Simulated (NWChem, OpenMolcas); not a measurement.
The same job for NWChem

This OpenMolcas 26.06 job computes B2PH5 (SMILES BBP):

mol.inp:
```
>>> EXPORT MOLCAS_PRINT=2

&GATEWAY
  BasLib=$CurrDir
  Coord
  8
  bohr
  B     -2.20474347     1.36570507    -0.85876714
  B      0.77735774     0.90444182    -0.41492717
  P      2.10090302    -2.36557806     0.11039780
  H     -3.22459086     1.00782874    -2.79564193
  H     -3.54833874     2.02195026     0.78261118
  H      2.36724102     2.45505659    -0.49639326
  H      0.15849133    -3.50617895     1.45174430
  H      3.57369887    -1.88322547     2.22101401
  Basis=STO-3G
  Group=NoSym

&SEWARD

&SCF
  Thresholds=1e-10 1e-07 1e-07 1e-05
  PrOrbitals=1 2

&ALASKA
```

```bash
$ export MOLCAS_MEM=1860
$ pymolcas mol.inp > mol.log
```

(Basis files named in the input come from the Basis Set Exchange and aren't shown.)

The coordinates come from a GFN2-xTB relaxation. This is one conformer, not always the lowest.

The shape is far from stationary at this level.

It gives a total energy of -388.525660 Eh.

Translate the job to NWChem 7.3.0 as an input file of the program's own.

This input was run:

sp.nw:
```
start sp
title "B2H5P"
memory 2200 mb
geometry units angstroms noautosym nocenter noautoz
  B     -1.166700     0.722700    -0.454440
  B      0.411360     0.478610    -0.219570
  P      1.111750    -1.251810     0.058420
  H     -1.706380     0.533320    -1.479390
  H     -1.877700     1.069970     0.414140
  H      1.252690     1.299160    -0.262680
  H      0.083870    -1.855390     0.768230
  H      1.891120    -0.996560     1.175310
end
basis spherical bse
  B library STO-3G
  P library STO-3G
  H library STO-3G
end
scf
  thresh 1e-08
  maxiter 80
end
task scf gradient
```

```bash
$ nwchem sp.nw > sp.out
```

Its energy is -388.525660 Eh, 0.000 mEh from the first.
